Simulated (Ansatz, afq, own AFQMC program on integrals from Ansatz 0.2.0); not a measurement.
Integrals from Ansatz 0.2.0, then the random walk in our own AFQMC program (afq).

```yaml
crystal:
  periodic: [false, false, false]
  atoms:
    - {symbol: Br, position_ang: [0.000000, 0.000000, 0.000000]}
    - {symbol: Li, position_ang: [0.000000, 0.000000, 2.512400]}
basis:
  gaussian: {orbitals: cc-pVDZ}
total_charge: 1
magnetization: {spin_polarized: true, initial_magnetization: 1}
correlation: {method: ccsd_t, electrons: outside_noble_gas, hamiltonian_folder: ham}
```

```sh
$ ansatz run in.yaml --threads 1 --pin off --events-out ev --progress --plain --max-ram 1843MiB
```

afq runs on the folder ham with

```
--method phaseless --trial mp1 --walkers 160 --populations 1 --least-time 40 --time-step 0.04 --steps-per-block 25 --equilibration-blocks 3 --max-blocks 60 --target-error 0.00064 --factor-cut 1e-05 --start spin_pure --seed 7009 --release-times 0.2,0.4 --release-step 0.02 --release-every 1 --taylor-order 6
```

Times are imaginary, in 1/Eh. The walk had a cap of 205 s. Filled inner d shells are frozen with the cores.

afq prints:

```
orbitals 26  electrons 4 3  factors 178 of 445
reference energy -2579.62322713 Eh
CCSD correlation -0.10905132 Eh in 9 cycles, weight of the determinant in the CISD state 0.9476
energy of the start -2579.718396 Eh
 block  time / (1/Eh)  mean weight  energy / Eh
     1     1.000  1.0013  -2579.731078
     2     2.000  0.9983  -2579.734736
     3     3.000  0.9994  -2579.732227
     4     4.000  1.0015  -2579.733392
     5     5.000  0.9990  -2579.735578
     7     7.000  0.9957  -2579.735463
     9     9.000  0.9969  -2579.733629
    11    11.000  0.9977  -2579.732816
    13    13.000  0.9998  -2579.734664
    15    15.000  1.0056  -2579.732634
    17    17.000  0.9970  -2579.734937
    19    19.000  0.9988  -2579.733552
    21    21.000  1.0014  -2579.731646
    23    23.000  0.9888  -2579.734636
    25    25.000  1.0013  -2579.732216
    27    27.000  1.0075  -2579.732686
    29    29.000  1.0001  -2579.732978
    31    31.000  1.0048  -2579.731773
    32    32.000  1.0032  -2579.731231
    33    33.000  1.0021  -2579.732733
    35    35.000  1.0046  -2579.734190
    37    37.000  1.0040  -2579.733648
    39    39.000  0.9964  -2579.734499
    41    41.000  0.9990  -2579.734084
    43    43.000  0.9918  -2579.732160
blocks merged  error / Eh  count
     1  0.000191  40
     2  0.000237  20
     4  0.000225  10
released: time / (1/Eh)  energy / Eh  error  mean overlap
  0.20  -2579.733533  0.000223  0.9963
  0.40  -2579.733530  0.000205  0.9965
energy -2579.733425 +/- 0.000237 Eh
(rows thinned)
```

The run failed at least one of its tests; the cautions name the faults. The second half of the sampling lies above the first by 2.2 errors of their difference, so the energy may still be moving and its error bar be too small.

Against this walk (error 6.5 meV) on the same determinant: CCSD(T) 2.2 meV lower (within the noise), CCSDT(Q) 12.0 meV lower (within the noise), a separate phaseless walk with a CISD trial and standard settings 10.8 ± 7.4 meV lower (within the noise). The error is statistical and leaves out the bias of the constraint. Released to 0.40 1/Eh the energy moves by -3 ± 9 meV (both errors), within twice the noise.

Cautions: constraint bias not in the error; error not settled; no relativity below Rb; no spin-orbit coupling; inner d shell frozen; the time-step error isn't removed.

The walk took 38 s on 1 thread of Arm Neoverse V2, on a shared host. The log's last line is the phaseless energy.

CCSDT and higher add their correlation energy to the determinant of the CCSD(T) run, since their own runs factorise the integrals more tightly (a shift of under 2 meV). A walk keeps the symmetry of its determinant, which the program's search chose and which needn't be the lowest solution, so a lower state of the same spin and another symmetry isn't excluded.
